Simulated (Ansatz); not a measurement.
# H₂Cl (doublet): from Hartree-Fock to the top rungs at distance H1–H2 along a hydrogen transfer = 0.745 Å, 6-31G

Aim: climb from Hartree-Fock through coupled cluster and multireference methods for H₂Cl (doublet) at one geometry and basis, and see what each rung misses.

Method: 6-31G, core rule «outside noble gas», up to 5 orbitals frozen; program: Ansatz 0.2.0, Gaussian basis.

To be run: UHF; CCSD(T) on ROHF; CCSD(T) on UHF; BCCD(T) on ROHF; CISD; CCSDT(Q) on ROHF; CCSDT(Q) on UHF; CISDTQ; CCSDTQ on ROHF; CCSDTQ on UHF; CASSCF and MRCISD+Q, 3 electrons in 3 orbitals; CASSCF and NEVPT2, 3 electrons in 3 orbitals; CASSCF and MRCISD+Q, 9 electrons in 6 orbitals; CASSCF and NEVPT2, 9 electrons in 6 orbitals; Full CI.

5 further runs of the same task are left out: 3 that didn't finish, 2 set aside as unsound or not needed.

## Step 1: The system

The geometry derives from fragments relaxed apart (PBE0/def2-TZVP) and kept rigid, so it is no stationary point. A hydrogen atom is moved between rigid fragments.

3 atoms, charge 0, spin multiplicity 2.

Atoms are counted from 1 here; the program's logs count them from 0.

Bond lengths: H1–H2 0.745 Å.

Geometry (Å):

```xyz
3
ClH2
H     0.0000    0.0000   -1.1410
H     0.0000    0.0000   -0.3960
Cl    0.0000    0.0000    1.5370
```

## Step 2: UHF

in.yaml reads:

```yaml
crystal:
  periodic: [false, false, false]
  atoms:
    - {symbol: H, position_ang: [0.000000, 0.000000, -1.141000]}
    - {symbol: H, position_ang: [0.000000, 0.000000, -0.396000]}
    - {symbol: Cl, position_ang: [0.000000, 0.000000, 1.537000]}
basis:
  gaussian: {orbitals: 6-31G}
magnetization: {spin_polarized: true, initial_magnetization: 1}
hamiltonian: {xc: hf}
output: {orbitals: {seedname: orbitals}}
```

Command:

```sh
ansatz run in.yaml --threads 1 --pin off --events-out ev --progress --plain --max-ram 2393MiB
```

After this run come: CCSD(T) on ROHF; CCSD(T) on UHF; BCCD(T) on ROHF; CISD; CCSDT(Q) on ROHF; CCSDT(Q) on UHF; CISDTQ; CCSDTQ on ROHF; CCSDTQ on UHF; CASSCF and MRCISD+Q, 3 electrons in 3 orbitals; CASSCF and NEVPT2, 3 electrons in 3 orbitals; CASSCF and MRCISD+Q, 9 electrons in 6 orbitals; CASSCF and NEVPT2, 9 electrons in 6 orbitals; Full CI.

Q: Predict the results of all the runs planned. Wanted: FCI below the RHF energy; RMP2 from FCI; UMP2 from FCI; RCCSD from FCI; RCCSD(T) from FCI; UCCSD(T) from FCI; RCCSDT(Q) from FCI; UCCSDT(Q) from FCI; NEVPT2 pair from FCI.

**Answer**, as computed:

| quantity | value |
| --- | --- |
| FCI below the RHF energy | -1.6252 eV |
| RMP2 from FCI | +382.1 meV |
| UMP2 from FCI | +371.0 meV |
| RCCSD from FCI | +13.1 meV |
| RCCSD(T) from FCI | +2.2 meV |
| UCCSD(T) from FCI | +2.1 meV |
| RCCSDT(Q) from FCI | 0.0 meV |
| UCCSDT(Q) from FCI | -0.1 meV |
| NEVPT2 pair from FCI | +240.1 meV |
| MRCISD+Q pair from FCI | +19.1 meV |
| NEVPT2 valence from FCI | +353.8 meV |
| levels within 1 kcal/mol (43 meV) | RCCSD, UCCSD, RCCSD(T), UCCSD(T), BCCD(T), RCCSDT, UCCSDT, CISDTQ, RCCSDT(Q), UCCSDT(Q), RCCSDTQ, UCCSDTQ, MRCISD pair, MRCISD+Q pair, MRCISD valence, MRCISD+Q valence |
| T1 diagnostic | 0.014 |
| effectively unpaired electrons | 1.01 |

RCCSD(T) lands +2.2 meV from the yardstick (0.1 % of the correlation energy). One determinant dominates. Of the multireference levels listed MRCISD+Q valence comes nearest in total energy (+18.0 meV), which doesn't show that its space is the better one. These misses are within one basis, not against nature; the frozen cores of restricted and unrestricted runs differ, which can shift their rows.
